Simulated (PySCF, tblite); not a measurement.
# C2H3Br2N, a complex of two parts: NMR shifts, interaction energy, infrared bands, spin-spin couplings and core binding energies, part 2 of 3

tblite 0.8.0 and PySCF 2.14.0. Atoms count from 0, parts from 1. The steps go on from the part before.

### 6 Counterpoise and decomposition: PBE0-D3(BJ)/def2-SVPD

The job: settings as JSON, then the geometry in Å.

```
{"job": {"kind": "inter", "xc": "PBE0", "basis": "def2-SVPD", "disp": "d3bj"}, "charge": 0, "multiplicity": 1, "parts": [{"atoms": "0-1", "charge": 0, "multiplicity": 1}, {"atoms": "2-7", "charge": 0, "multiplicity": 1}]}
Br     0.256818    -0.444759    -0.433111
Br    -1.614813    -1.068096    -1.666158
C      4.442240     0.963071     2.452225
C      3.304980     0.576712     1.638680
N      2.398099     0.271804     0.994368
H      4.784079     1.966685     2.166526
H      4.156239     0.972564     3.512619
H      5.266224     0.251022     2.311079
```

Level: PBE0-D3(BJ)/def2-SVPD interaction energy, counterpoise and uncorrected, gas phase.

What it wrote:

```text
part 1, own basis, geometry of the cluster
coarse grid: 14664 points
cycle   1  E = -5147.0781983059  dE = -2.044e+00  |g| = 1.952e-01  |ddm| = 1.785e+00
cycle   2  E = -5147.0802498814  dE = -2.052e-03  |g| = 1.508e-01  |ddm| = 2.558e-01
cycle   3  E = -5147.0829805746  dE = -2.731e-03  |g| = 1.203e-02  |ddm| = 1.383e-01
cycle   4  E = -5147.0830146502  dE = -3.408e-05  |g| = 4.680e-03  |ddm| = 1.698e-02
cycle   5  E = -5147.0830208532  dE = -6.203e-06  |g| = 1.428e-04  |ddm| = 4.727e-03
final grid: 26152 points
cycle   6  E = -5147.0829917511  dE = -3.471e-08  |g| = 1.042e-04  |ddm| = 5.199e-04
cycle   7  E = -5147.0829917518  dE = -7.749e-10  |g| = 8.232e-05  |ddm| = 1.835e-04
cycle   8  E = -5147.0829917528  dE = -9.277e-10  |g| = 4.088e-06  |ddm| = 6.993e-05
converged SCF energy = -5147.0829917528

part 2, own basis, geometry of the cluster
coarse grid: 5096 points
cycle   1  E = -132.4424231937  dE =  2.119e-01  |g| = 3.840e-01  |ddm| = 2.966e+00
cycle   2  E = -132.3055627375  dE =  1.369e-01  |g| = 8.759e-01  |ddm| = 1.317e+00
cycle   3  E = -132.4806425396  dE = -1.751e-01  |g| = 6.075e-02  |ddm| = 8.918e-01
cycle   4  E = -132.4815055379  dE = -8.630e-04  |g| = 2.244e-02  |ddm| = 9.933e-02
cycle   5  E = -132.4816276528  dE = -1.221e-04  |g| = 3.157e-03  |ddm| = 2.848e-02
cycle   6  E = -132.4816300800  dE = -2.427e-06  |g| = 7.226e-04  |ddm| = 4.696e-03
final grid: 49528 points
cycle   7  E = -132.4981263422  dE = -8.703e-06  |g| = 4.183e-03  |ddm| = 2.345e-02
cycle   8  E = -132.4981266005  dE = -2.583e-07  |g| = 4.125e-03  |ddm| = 1.078e-02
cycle   9  E = -132.4981308537  dE = -4.253e-06  |g| = 2.335e-04  |ddm| = 4.945e-03
cycle  10  E = -132.4981308634  dE = -9.696e-09  |g| = 1.436e-04  |ddm| = 3.900e-04
cycle  11  E = -132.4981308673  dE = -3.939e-09  |g| = 4.853e-05  |ddm| = 1.609e-04
cycle  12  E = -132.4981308679  dE = -5.473e-10  |g| = 3.505e-06  |ddm| = 4.953e-05
converged SCF energy = -132.4981308679

part 1, own basis, relaxed alone
coarse grid: 14664 points
cycle   1  E = -5147.0782914041  dE = -2.024e+00  |g| = 1.955e-01  |ddm| = 1.797e+00
cycle   2  E = -5147.0803260178  dE = -2.035e-03  |g| = 1.517e-01  |ddm| = 2.571e-01
cycle   3  E = -5147.0831602069  dE = -2.834e-03  |g| = 1.215e-02  |ddm| = 1.404e-01
cycle   4  E = -5147.0831954849  dE = -3.528e-05  |g| = 4.581e-03  |ddm| = 1.715e-02
cycle   5  E = -5147.0832013825  dE = -5.898e-06  |g| = 1.496e-04  |ddm| = 4.631e-03
final grid: 26152 points
cycle   6  E = -5147.0832001021  dE = -7.278e-09  |g| = 1.073e-04  |ddm| = 3.719e-04
cycle   7  E = -5147.0832001029  dE = -7.385e-10  |g| = 8.593e-05  |ddm| = 1.854e-04
cycle   8  E = -5147.0832001040  dE = -1.097e-09  |g| = 4.881e-06  |ddm| = 7.275e-05
cycle   9  E = -5147.0832001040  dE = -3.547e-11  |g| = 1.763e-06  |ddm| = 8.494e-06
converged SCF energy = -5147.0832001040

part 2, own basis, relaxed alone
coarse grid: 5096 points
cycle   1  E = -132.4428963204  dE =  2.050e-01  |g| = 3.836e-01  |ddm| = 2.957e+00
cycle   2  E = -132.3041671650  dE =  1.387e-01  |g| = 8.802e-01  |ddm| = 1.311e+00
cycle   3  E = -132.4810731766  dE = -1.769e-01  |g| = 6.034e-02  |ddm| = 8.896e-01
cycle   4  E = -132.4819203599  dE = -8.472e-04  |g| = 2.259e-02  |ddm| = 9.872e-02
cycle   5  E = -132.4820442933  dE = -1.239e-04  |g| = 3.160e-03  |ddm| = 2.858e-02
cycle   6  E = -132.4820467284  dE = -2.435e-06  |g| = 7.299e-04  |ddm| = 4.706e-03
final grid: 49528 points
cycle   7  E = -132.4981485038  dE = -8.514e-06  |g| = 4.224e-03  |ddm| = 2.239e-02
cycle   8  E = -132.4981487433  dE = -2.394e-07  |g| = 4.174e-03  |ddm| = 1.090e-02
cycle   9  E = -132.4981530986  dE = -4.355e-06  |g| = 4.060e-04  |ddm| = 4.973e-03
cycle  10  E = -132.4981531309  dE = -3.226e-08  |g| = 1.763e-04  |ddm| = 5.240e-04
cycle  11  E = -132.4981531373  dE = -6.452e-09  |g| = 3.326e-05  |ddm| = 1.799e-04
cycle  12  E = -132.4981531376  dE = -2.815e-10  |g| = 3.021e-06  |ddm| = 4.414e-05
converged SCF energy = -132.4981531376

cluster
final grid: 75672 points
cycle   1  E = -5279.5893096133  dE = -1.151e-02  |g| = 7.203e-02  |ddm| = 2.518e+00
cycle   2  E = -5279.5874045886  dE =  1.905e-03  |g| = 1.093e-01  |ddm| = 3.042e-01
cycle   3  E = -5279.5910685873  dE = -3.664e-03  |g| = 1.654e-02  |ddm| = 1.775e-01
cycle   4  E = -5279.5911093116  dE = -4.072e-05  |g| = 8.652e-03  |ddm| = 2.263e-02
cycle   5  E = -5279.5911240097  dE = -1.470e-05  |g| = 2.494e-03  |ddm| = 9.118e-03
cycle   6  E = -5279.5911256445  dE = -1.635e-06  |g| = 4.379e-04  |ddm| = 3.228e-03
cycle   7  E = -5279.5911256931  dE = -4.864e-08  |g| = 7.215e-05  |ddm| = 7.126e-04
cycle   8  E = -5279.5911256943  dE = -1.218e-09  |g| = 1.456e-05  |ddm| = 1.419e-04
cycle   9  E = -5279.5911256944  dE = -4.275e-11  |g| = 4.842e-06  |ddm| = 3.324e-05
converged SCF energy = -5279.5911256944

part 1 in the basis of the cluster
final grid: 75672 points
cycle   1  E = -5147.0838993711  dE = -9.105e-04  |g| = 1.793e-03  |ddm| = 1.683e+00
cycle   2  E = -5147.0839004336  dE = -1.062e-06  |g| = 7.066e-04  |ddm| = 7.388e-02
cycle   3  E = -5147.0839005331  dE = -9.957e-08  |g| = 3.441e-04  |ddm| = 3.393e-03
cycle   4  E = -5147.0839005679  dE = -3.481e-08  |g| = 7.722e-05  |ddm| = 8.665e-04
cycle   5  E = -5147.0839005687  dE = -7.858e-10  |g| = 3.048e-05  |ddm| = 1.935e-04
converged SCF energy = -5147.0839005687

part 2 in the basis of the cluster
final grid: 75672 points
cycle   1  E = -132.4997162506  dE = -1.587e-03  |g| = 3.027e-03  |ddm| = 1.510e+00
cycle   2  E = -132.4997220963  dE = -5.846e-06  |g| = 4.528e-04  |ddm| = 5.981e-02
cycle   3  E = -132.4997220695  dE =  2.685e-08  |g| = 7.093e-04  |ddm| = 2.549e-03
cycle   4  E = -132.4997221702  dE = -1.007e-07  |g| = 1.954e-04  |ddm| = 7.166e-04
cycle   5  E = -132.4997221789  dE = -8.728e-09  |g| = 2.206e-05  |ddm| = 2.102e-04
cycle   6  E = -132.4997221790  dE = -1.177e-10  |g| = 5.335e-06  |ddm| = 5.030e-05
converged SCF energy = -132.4997221790

Interaction energy (kcal/mol)
  counterpoise       -5.538
  uncorrected        -7.110
  dispersion part    -0.830
  deformation         0.144
  binding            -5.394

Decomposition of the uncorrected value (kcal/mol)
  electrostatic     -11.146
  Pauli              13.227
  orbital            -8.362
  dispersion         -0.830

Charge of each part in the cluster: -0.050 0.050
```

Wall time 13 s (1 thread of Intel Xeon 6975P-C, shared host); peak memory 0.68 GiB.

Counterpoise interaction energy: -5.54 kcal/mol.

### 7 Infrared spectrum: PBE0-D3(BJ)/def2-SVPD

The job: settings as JSON, then the geometry in Å.

```
{"job": {"kind": "irdft", "xc": "PBE0", "basis": "def2-SVPD", "disp": "d3bj", "grid": 2}, "charge": 0, "multiplicity": 1, "parts": [{"atoms": "0-1", "charge": 0, "multiplicity": 1}, {"atoms": "2-7", "charge": 0, "multiplicity": 1}]}
Br     0.256818    -0.444759    -0.433111
Br    -1.614813    -1.068096    -1.666158
C      4.442240     0.963071     2.452225
C      3.304980     0.576712     1.638680
N      2.398099     0.271804     0.994368
H      4.784079     1.966685     2.166526
H      4.156239     0.972564     3.512619
H      5.266224     0.251022     2.311079
```

Method: PBE0-D3(BJ)/def2-SVPD harmonic vibrations by differences of gradients, gas phase.

What it wrote:

```text
coarse grid: 37560 points
cycle   1  E = -5279.5604016199  dE = -1.817e+00  |g| = 3.959e-01  |ddm| = 4.471e+00
cycle   2  E = -5279.4356575946  dE =  1.247e-01  |g| = 8.449e-01  |ddm| = 1.144e+00
cycle   3  E = -5279.5937759396  dE = -1.581e-01  |g| = 1.051e-01  |ddm| = 8.040e-01
cycle   4  E = -5279.5958059658  dE = -2.030e-03  |g| = 2.801e-02  |ddm| = 1.374e-01
cycle   5  E = -5279.5959789951  dE = -1.730e-04  |g| = 1.027e-02  |ddm| = 4.980e-02
cycle   6  E = -5279.5960036746  dE = -2.468e-05  |g| = 2.544e-03  |ddm| = 1.692e-02
cycle   7  E = -5279.5960055262  dE = -1.852e-06  |g| = 3.212e-04  |ddm| = 4.375e-03
final grid: 75672 points
cycle   8  E = -5279.5959947295  dE = -2.000e-08  |g| = 3.922e-04  |ddm| = 1.907e-03
cycle   9  E = -5279.5959946674  dE =  6.210e-08  |g| = 6.607e-04  |ddm| = 1.134e-03
cycle  10  E = -5279.5959947620  dE = -9.459e-08  |g| = 1.454e-04  |ddm| = 6.860e-04
cycle  11  E = -5279.5959947667  dE = -4.778e-09  |g| = 2.470e-05  |ddm| = 1.651e-04
cycle  12  E = -5279.5959947669  dE = -1.392e-10  |g| = 3.265e-06  |ddm| = 3.490e-05
converged SCF energy = -5279.5959947669

mode    cm-1     km/mol
  1      33.2      4.90
  2      36.7      4.81
  3      98.9     13.99
  4     109.9      2.93
  5     110.7      2.82
  6     303.9     17.68
  7     390.4      0.46
  8     390.7      0.46
  9     967.2      8.82
 10    1033.9      3.92
 11    1034.1      3.86
 12    1377.4      1.10
 13    1434.7     12.47
 14    1434.8     12.26
 15    2435.9     41.27
 16    3072.4      0.04
 17    3173.7      0.37
 18    3175.2      0.36
```

Wall time 8.6 min (1 thread of Intel Xeon 6975P-C, shared host); peak memory 0.72 GiB.

The strongest bands and the atoms that carry them:

```csv
cm⁻¹,km/mol,atoms
99,14.0,"N4 26 %, C2 24 %, C3 23 %, Br0 12 %"
304,17.7,"Br1 51 %, Br0 49 %"
967,8.8,"C2 43 %, N4 28 %, C3 10 %"
1435,12.5,"H7 42 %, H5 36 %, H6 18 %"
1435,12.3,"H6 46 %, H5 29 %, H7 22 %"
2436,41.3,"C3 61 %, N4 38 %"
```

Strongest bands of the parts alone (cm⁻¹, km/mol): part 1: 324 (0); part 2: 1438 (12), 1438 (12), 2422 (13).

On forming the cluster at 298.15 K and 1 atm (harmonic, kcal/mol): zero-point energy +0.59, all enthalpy terms beyond the electronic energy +0.97, −TΔS +8.77.

### 8 J couplings: B3LYP/pcSseg-1+pcJ-1

The job: settings as JSON, then the geometry in Å.

```
{"job": {"kind": "j", "xc": "B3LYP", "basis": "pcJ-1"}, "charge": 0, "multiplicity": 1, "parts": [{"atoms": "0-1", "charge": 0, "multiplicity": 1}, {"atoms": "2-7", "charge": 0, "multiplicity": 1}]}
Br     0.256818    -0.444759    -0.433111
Br    -1.614813    -1.068096    -1.666158
C      4.442240     0.963071     2.452225
C      3.304980     0.576712     1.638680
N      2.398099     0.271804     0.994368
H      4.784079     1.966685     2.166526
H      4.156239     0.972564     3.512619
H      5.266224     0.251022     2.311079
```

With the program's defaults for keys left out, this is: B3LYP/pcJ-1 Br:pcSseg-1 indirect spin-spin coupling, non-relativistic, gas phase.

What it wrote:

```text
coarse grid: 37560 points
cycle   1  E = -5280.5264412537  dE = -2.074e+00  |g| = 1.102e+00  |ddm| = 2.670e+00
cycle   2  E = -5280.3602499216  dE =  1.662e-01  |g| = 1.131e+00  |ddm| = 1.000e+00
cycle   3  E = -5280.4581189476  dE = -9.787e-02  |g| = 7.899e-01  |ddm| = 1.121e+00
cycle   4  E = -5280.5872230852  dE = -1.291e-01  |g| = 8.928e-02  |ddm| = 4.671e-01
cycle   5  E = -5280.5880861693  dE = -8.631e-04  |g| = 2.681e-02  |ddm| = 9.065e-02
cycle   6  E = -5280.5882266049  dE = -1.404e-04  |g| = 9.570e-03  |ddm| = 3.228e-02
cycle   7  E = -5280.5882441635  dE = -1.756e-05  |g| = 2.049e-03  |ddm| = 1.136e-02
cycle   8  E = -5280.5882451806  dE = -1.017e-06  |g| = 4.321e-04  |ddm| = 2.238e-03
final grid: 75672 points
cycle   9  E = -5280.5882216801  dE =  6.004e-08  |g| = 7.811e-04  |ddm| = 1.085e-03
cycle  10  E = -5280.5882210286  dE =  6.515e-07  |g| = 1.911e-03  |ddm| = 1.809e-03
cycle  11  E = -5280.5882218038  dE = -7.752e-07  |g| = 1.927e-04  |ddm| = 1.271e-03
cycle  12  E = -5280.5882218116  dE = -7.780e-09  |g| = 2.452e-05  |ddm| = 1.338e-04
cycle  13  E = -5280.5882218117  dE = -1.000e-10  |g| = 4.020e-06  |ddm| = 2.530e-05
converged SCF energy = -5280.5882218117

Indirect spin-spin couplings (Hz)
  i      j    bonds     total        FC       PSO       DSO        SD
  2 C    3 C    1     69.148    70.379    -1.783     0.192     0.360
  2 C    4 N    2      2.894     2.569     0.365     0.068    -0.109
  2 C    5 H    1    143.109   141.339     1.077     0.533     0.161
  2 C    6 H    1    142.891   141.120     1.079     0.533     0.159
  2 C    7 H    1    143.319   141.551     1.074     0.532     0.161
  3 C    4 N    1    -22.280   -14.348    -1.013    -0.018    -6.900
  3 C    5 H    2     -9.786    -9.903     0.096    -0.130     0.151
  3 C    6 H    2     -9.820    -9.937     0.094    -0.128     0.150
  3 C    7 H    2     -9.728    -9.845     0.098    -0.132     0.151
  4 N    5 H    3     -2.173    -2.011    -0.390     0.189     0.039
  4 N    6 H    3     -2.177    -2.016    -0.388     0.188     0.038
  4 N    7 H    3     -2.179    -2.015    -0.393     0.190     0.040
  5 H    6 H    2    -17.813   -18.105     2.946    -2.878     0.224
  5 H    7 H    2    -17.762   -18.052     2.955    -2.887     0.223
  6 H    7 H    2    -17.783   -18.075     2.950    -2.882     0.223

== part 1 alone, relaxed ==
coarse grid: 14664 points
cycle   1  E = -5147.7916338815  dE = -2.281e+00  |g| = 1.036e+00  |ddm| = 1.695e+00
cycle   2  E = -5147.7992949828  dE = -7.661e-03  |g| = 5.901e-01  |ddm| = 4.728e-01
cycle   3  E = -5147.8162150407  dE = -1.692e-02  |g| = 1.177e-01  |ddm| = 3.463e-01
cycle   4  E = -5147.8173679023  dE = -1.153e-03  |g| = 1.296e-02  |ddm| = 9.313e-02
cycle   5  E = -5147.8174154381  dE = -4.754e-05  |g| = 1.273e-03  |ddm| = 1.424e-02
cycle   6  E = -5147.8174157541  dE = -3.159e-07  |g| = 1.030e-04  |ddm| = 1.702e-03
final grid: 26152 points
cycle   7  E = -5147.8174051833  dE = -3.452e-09  |g| = 1.164e-04  |ddm| = 2.584e-04
cycle   8  E = -5147.8174051836  dE = -2.938e-10  |g| = 1.082e-04  |ddm| = 1.528e-04
cycle   9  E = -5147.8174051843  dE = -7.212e-10  |g| = 3.024e-06  |ddm| = 6.119e-05
converged SCF energy = -5147.8174051843

== part 2 alone, relaxed ==
coarse grid: 5096 points
cycle   1  E = -132.6942426500  dE =  2.039e-01  |g| = 4.311e-01  |ddm| = 2.003e+00
cycle   2  E = -132.5180019300  dE =  1.762e-01  |g| = 9.957e-01  |ddm| = 1.105e+00
cycle   3  E = -132.7380693329  dE = -2.201e-01  |g| = 9.764e-02  |ddm| = 7.448e-01
cycle   4  E = -132.7401695014  dE = -2.100e-03  |g| = 3.190e-02  |ddm| = 8.202e-02
cycle   5  E = -132.7404016611  dE = -2.322e-04  |g| = 5.388e-03  |ddm| = 2.326e-02
cycle   6  E = -132.7404083057  dE = -6.645e-06  |g| = 9.852e-04  |ddm| = 4.622e-03
final grid: 49528 points
cycle   7  E = -132.7639436383  dE = -4.063e-05  |g| = 3.995e-03  |ddm| = 8.530e-03
cycle   8  E = -132.7639428960  dE =  7.422e-07  |g| = 4.277e-03  |ddm| = 4.999e-03
cycle   9  E = -132.7639471642  dE = -4.268e-06  |g| = 2.740e-04  |ddm| = 2.552e-03
cycle  10  E = -132.7639471407  dE =  2.350e-08  |g| = 4.408e-04  |ddm| = 4.696e-04
cycle  11  E = -132.7639471806  dE = -3.989e-08  |g| = 5.686e-05  |ddm| = 2.801e-04
cycle  12  E = -132.7639471814  dE = -7.502e-10  |g| = 8.270e-06  |ddm| = 4.311e-05
converged SCF energy = -132.7639471814

Indirect spin-spin couplings (Hz)
  i      j    bonds     total        FC       PSO       DSO        SD
  0 C    1 C    1     68.858    69.923    -1.654     0.177     0.412
  0 C    2 N    2      3.407     3.030     0.400     0.080    -0.103
  0 C    3 H    1    141.830   140.047     1.115     0.508     0.159
  0 C    4 H    1    141.829   140.047     1.115     0.508     0.159
  0 C    5 H    1    141.828   140.046     1.115     0.508     0.159
  1 C    2 N    1    -19.585   -12.506    -0.331     0.006    -6.754
  1 C    3 H    2     -9.753    -9.857     0.138    -0.182     0.148
  1 C    4 H    2     -9.753    -9.857     0.138    -0.182     0.148
  1 C    5 H    2     -9.752    -9.857     0.138    -0.182     0.148
  2 N    3 H    3     -1.675    -1.539    -0.402     0.229     0.036
  2 N    4 H    3     -1.675    -1.539    -0.402     0.229     0.036
  2 N    5 H    3     -1.675    -1.539    -0.402     0.229     0.036
  3 H    4 H    2    -17.605   -17.846     2.959    -2.947     0.228
  3 H    5 H    2    -17.605   -17.845     2.960    -2.947     0.228
  4 H    5 H    2    -17.605   -17.846     2.959    -2.947     0.228
```

It took 37 s on 1 thread of Intel Xeon 6975P-C, shared host; peak memory 0.88 GiB.

Couplings of 1 Hz or more, nine at most for each number of bonds, with means over like pairs (isotopes 13C, 1H, 15N):

```csv
pair,bonds,J (Hz),Fermi contact (Hz)
C2–H5,1,143.1,141.3
C2–C3,1,69.1,70.4
C3–N4,1,-22.3,-14.3
H5–H6,2,-17.8,-18.1
C3–H5,2,-9.8,-9.9
C2–N4,2,2.9,2.6
N4–H5,3,-2.2,-2.0
```

The response was solved for the nuclei of C, H, N alone, so couplings that need other nuclei can be missing.

Quadrupole couplings from the field gradients of the same density:

```csv
atom,isotope,eQq/h (MHz),η
Br0,79Br,886.7,0.00
Br1,79Br,747.8,0.00
N4,14N,-3.900,0.00
```

Against the parts alone, each relaxed by itself:

```csv
pair,alone (Hz),in the cluster,change (Hz)
C3–N4,-19.6,-22.3,-2.7
C2–H7,141.8,143.3,+1.5
C2–H5,141.8,143.1,+1.3
C2–H6,141.8,142.9,+1.1
C2–N4,3.4,2.9,-0.5
N4–H7,-1.7,-2.2,-0.5
```

(Part 2 of 3 ends here.)
